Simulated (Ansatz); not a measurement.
# C6H12: one species, many methods

One table from this session's results is given with a row withheld; the runs are named, their logs left out.

Computed with Ansatz 0.2.0, Gaussian basis. Level: functionals in def2-TZVPP, the program's frozen cores in correlated methods.

The runs, in order: LDA (SPW92), PBE-D4, revPBE-D4, BLYP-D4, r2SCAN-D4, B97M-V, PBE0-D4, B3LYP-D4, r2SCANh-D4, r2SCAN0-D4, HSE06-D4, BHLYP-D4, CAM-B3LYP-D4, LC-ωPBE, ωB97X-V, ωB97M-V, B2PLYP, PBE-QIDH; CCSD(T)/def2-SVP; CCSD(T)/def2-TZVPP; MP2/def2-QZVPP; extrapolation to the limit; RPA on PBE.

1 further run of the same task is left out (it didn't finish).

## The relaxed structure

All runs share one geometry, relaxed beforehand with PBE0-D4 in a triple-zeta def2 set.

SMILES `C=CC(C)CC`, 18 atoms, charge 0, spin multiplicity 1.

Atoms are counted from 1 here; the program's logs count them from 0.

Bond lengths: C1–C2 1.325 Å, C1–H7 1.084 Å, C1–H8 1.086 Å, C2–C3 1.497 Å, C2–H9 1.089 Å, C3–C4 1.527 Å, C3–C5 1.536 Å, C3–H10 1.096 Å, C4–H11 1.094 Å, C4–H12 1.092 Å, C4–H13 1.093 Å, C5–C6 1.520 Å, C5–H14 1.096 Å, C5–H15 1.095 Å, C6–H16 1.092 Å, C6–H17 1.092 Å, C6–H18 1.093 Å. Angles: C2–C1–H7 121.7°, C2–C1–H8 121.3°, H7–C1–H8 116.9°, C1–C2–C3 125.0°, C1–C2–H9 118.8°, C3–C2–H9 116.2°, C2–C3–C4 110.6°, C2–C3–C5 111.9°, C2–C3–H10 107.3°, C4–C3–C5 112.1°, C4–C3–H10 108.0°, C5–C3–H10 106.7°, C3–C4–H11 110.9°, C3–C4–H12 110.8°, C3–C4–H13 111.5°, H11–C4–H12 108.2°, H11–C4–H13 107.8°, H12–C4–H13 107.5° and more.

Set-up of the first run:

in.yaml reads:

```yaml
crystal:
  periodic: [false, false, false]
  atoms:
    - {symbol: C, position_ang: [-2.055768, -1.335841, -0.772335]}
    - {symbol: C, position_ang: [-1.200968, -0.652834, -0.024246]}
    - {symbol: C, position_ang: [0.267161, -0.532403, -0.289504]}
    - {symbol: C, position_ang: [1.071747, -1.042064, 0.903437]}
    - {symbol: C, position_ang: [0.662962, 0.898962, -0.682972]}
    - {symbol: C, position_ang: [0.409818, 1.963514, 0.372638]}
    - {symbol: H, position_ang: [-3.110886, -1.387782, -0.529409]}
    - {symbol: H, position_ang: [-1.728008, -1.871003, -1.658896]}
    - {symbol: H, position_ang: [-1.573065, -0.138753, 0.860940]}
    - {symbol: H, position_ang: [0.497269, -1.170942, -1.150614]}
    - {symbol: H, position_ang: [2.145102, -0.932062, 0.725743]}
    - {symbol: H, position_ang: [0.862920, -2.097576, 1.089137]}
    - {symbol: H, position_ang: [0.825809, -0.493722, 1.816350]}
    - {symbol: H, position_ang: [1.727875, 0.894370, -0.942101]}
    - {symbol: H, position_ang: [0.123245, 1.163293, -1.597827]}
    - {symbol: H, position_ang: [0.727136, 2.944053, 0.010999]}
    - {symbol: H, position_ang: [0.960754, 1.763556, 1.294587]}
    - {symbol: H, position_ang: [-0.650300, 2.038434, 0.625876]}
basis:
  gaussian: {orbitals: def2-TZVPP}
hamiltonian: {xc: lda}
output: {orbitals: {seedname: orbitals}}
```

Launch:

```console
> ansatz run in.yaml --threads 2 --pin off --events-out ev --progress --plain --max-ram 22528MiB --backend cuda --devices 0, --max-vram 18GiB
```

Among the steps run: LDA; PBE-D4 (GGA); revPBE-D4 (GGA); BLYP-D4 (GGA); r2SCAN-D4 (meta-GGA); B97M-V (meta-GGA); PBE0-D4 (hybrid); B3LYP-D4 (hybrid); r2SCANh-D4 (hybrid); r2SCAN0-D4 (hybrid); HSE06-D4 (hybrid); BHLYP-D4 (hybrid); CAM-B3LYP-D4 (range-separated); LC-ωPBE (range-separated); ωB97X-V (range-separated); ωB97M-V (range-separated); B2PLYP (double hybrid); PBE-QIDH (double hybrid).

One of the session's tables, all rows but one given; the rest of the session is left out.

It belongs to the step «Orbital energies across the functionals». 

```
  functional  HOMO (eV)  gap (eV)
 LDA (SPW92)      -6.43      5.52
      PBE-D4      -6.24      5.58
   revPBE-D4      -6.17      5.61
     BLYP-D4      -6.08      5.55
   r2SCAN-D4      -6.43      6.02
      B97M-V      -6.46      6.08
     PBE0-D4      -7.36      7.74
    B3LYP-D4      -7.13      7.27
  r2SCANh-D4      -6.85      6.82
  r2SCAN0-D4      -7.49      8.02
    HSE06-D4      -6.95      6.95
    BHLYP-D4      -8.32      9.81
CAM-B3LYP-D4      -8.70     10.22
     LC-ωPBE     -10.10     12.83
     ωB97X-V      -9.71     12.33
     ωB97M-V          ?         ?
```

Estimate the missing values for ωB97M-V.

The run gave: HOMO (eV): -9.63; gap (eV): 12.07. In the column «HOMO (eV)» it lies between ωB97X-V (-9.71) and CAM-B3LYP-D4 (-8.70).
